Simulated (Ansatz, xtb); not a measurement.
## Relaxing a trial structure of CH2Al2+

The starting geometry of this gas-phase doublet has its atoms placed at random.

```xyz
5

C    -1.0639   -0.4165    1.1372
Al   -0.5648   -0.1926   -1.5465
Al    1.3136   -1.2202   -0.7568
H     1.8148    0.2594    0.6289
H    -0.0840    0.2890    1.3114
```

Q: One run relaxed it with r2SCAN-D4/def2-SVP. What is a likely outcome?

A: It ends as a structure given below by its coordinates. Contacts that open: Al2–Al3 (2.28 → 3.36 Å). Contacts that close: C1–Al2 (2.74 → 1.84 Å), C1–Al3 (3.14 → 1.81 Å), Al3–H4 (2.09 → 1.56 Å).

The energy falls by 6.62 eV over 17 steps:

```csv
step,E − E(last) (eV)
1,6.623
3,4.066
5,2.642
6,1.959
8,1.211
10,0.488
12,0.156
13,0.014
15,0.001
17,0.000
```

Final geometry (Å):

```xyz
5

C    -0.3955   -0.1993    0.2003
Al   -1.6163   -0.3387   -1.1701
Al    1.4098   -0.3141    0.2999
H     2.9651   -0.4269    0.3026
H    -0.9473   -0.0020    1.1415
```

From the same start GFN2-xTB reaches the same bonding as this run.

From so rough a start the end depends on the optimiser's path, so another program may land elsewhere. The end wasn't checked by frequencies. Open shells are spin-unrestricted. Run with Ansatz 0.2.0, 110 s on 1 thread of Intel(R) Xeon(R) Platinum 8488C (Sapphire Rapids) (shared host).
